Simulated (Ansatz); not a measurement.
System: CN, charge -1, singlet. CN- (parent SMILES [C]#N, singlet).
B3LYP-D3(BJ)/def2-TZVP minimum from Ansatz (a program for electronic structure):
```xyz
2

C      0.0000     0.0000    -0.6301
N      0.0000     0.0000     0.5401
```
Charge -1, spin multiplicity 1.

Total energies in aug-cc-pVTZ, 10 correlated electrons, 2 frozen orbitals. Radicals and triplets start from unrestricted determinants; spin-orbit coupling is neglected. Cores are frozen in correlated methods. No relativity.

```
method    program  energy (Eh)  minus CCSDT(Q) (mEh)
--------  -------  -----------  --------------------
HF         Ansatz    -92.34253                371.61
MP2        Ansatz    -92.69232                 21.82
CCSD       Ansatz    -92.69280                 21.35
CCSD(T)    Ansatz    -92.71269                  1.46
CCSDT(Q)   Ansatz    -92.71414                  0.00
```

Rough core times of Ansatz's runs on a shared machine: CCSD(T) under 20 s, CCSDT(Q) 4 min.
